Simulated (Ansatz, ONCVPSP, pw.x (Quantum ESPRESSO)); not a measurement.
# Cu (Z = 29): one change to the ONCV potential, in the atom and in the bcc crystal

```
Element                 : copper
Generator               : ONCVPSP 4.0.1.1 (patched build)
Type                    : optimised norm-conserving Vanderbilt (ONCV)
Functional              : PBEsol
Relativity              : scalar-relativistic
Frozen core             : [Ar]
Valence charge          : 11
Reference configuration : 3d10 4s0.5 4p0.5
Partial waves           : 4s: rc 2.40 bohr, ncon 4, nbas 8, qcut 3.1 1/bohr, 2 projectors, debl 2.2 Ha; 4p: rc 3.50 bohr, ncon 4, nbas 7, qcut 2.4 1/bohr, 2 projectors, debl 2.1 Ha; 3d: rc 1.50 bohr, ncon 3, nbas 7, qcut 11.6 1/bohr, 2 projectors, debl 1.3 Ha
Local potential         : polynomial inside 1.20 bohr (lpopt 5, dvloc0 -1 Ha)
Core correction         : polynomial model core, fcfact 0.35
```

Change: all radii but the core radius scaled by about 0.80 (s 1.92, p 2.80, d 1.20 bohr); local potential polynomial inside 0.96 bohr (lpopt 5, dvloc0 -1 Ha).

Cutoffs, loose and tight: the cutoffs (Ha) at which the residual kinetic energy of the hardest occupied pseudo-wave falls to 1 and 0.1 mHa per electron. They do not see the model core or the augmentation charge, which bear on the density cutoff. Test errors are all-electron minus pseudo excitation energies from the reference, over the configurations 3d10 4s1 4p0; 3d10 4s0 4p0; 3d9 4s0 4p0; 3d9 4s1 4p0; variants that change the core or the reference have their own tests.

Crystal test: bcc Cu in pw.x 7.5, no spin, 16³ k-points, Fermi–Dirac smearing 0.01 Ry, cutoffs set for each file from its atomic test. The reference is all-electron LAPW (Ansatz 0.2.0) with the same functional, mesh and smearing; V0 and B0 come from Birch–Murnaghan fits to the pressures at five volumes. Errors are pseudo minus all-electron; Δ is the rms difference of the E(V) curves that follow from these fits, minima aligned, over ±6 % about the mean V0. Mesh and smearing are coarse, so the numbers serve the comparison and aren't converged zero-temperature values; the lattice is a test structure that the element need not adopt.

All-electron: a0 = 2.833 Å (V0 = 11.36 Å³/atom), B0 = 165.5 GPa.

Q: Does the change bring the crystal closer to the all-electron result?

A: The mean pressure error goes from -9.68 to -66.89 GPa, so the change moves the solid further from the all-electron pressures.

| quantity | base | changed |
| --- | --- | --- |
| outcome (atom) | generated | generated |
| cutoff, loose (atom) | 50 Ha | 57 Ha |
| cutoff, tight (atom) | 56 Ha | 64 Ha |
| bound ghosts (atom) | none | s |
| largest test error (meV) (atom) | -26 over the solved tests; 1 of 4 tests not solved or not reliable | -67 over the solved tests; 1 of 4 tests not solved or not reliable |
| cutoffs in pw.x (Ry) | 130/520 | 150/600 |
| a0 (Å) | 2.813 | – |
| a0 error (%) | -0.68 | – |
| B0 error (%) | +185.7 | – |
| Δ (meV/atom) | 23.6 | – |
| mean pressure error (GPa) | -9.68 | -66.89 |

A dash: not determined, or the minimum lies outside the volumes sampled.

Base: The largest radius (3.50 bohr) exceeds half the bond length (2.32 bohr), so the spheres overlap, which is one possible source of error among others. This is a poor potential for the solid. The generator flags a localised state at positive energy (s at 23 eV). Atomic configuration tests: 1 of 4 tests not solved or not reliable. Changed file: The largest radius (2.80 bohr) exceeds half the bond length (2.32 bohr), so the spheres overlap, which is one possible source of error among others. This is a poor potential for the solid. Note: ghosts flagged at negative energy: s at -52.8 eV; GHOST(+) flagged for p at 64.0 eV. A true bound ghost makes a file unfit for plane-wave use. Atomic configuration tests: 1 of 4 tests not solved or not reliable.
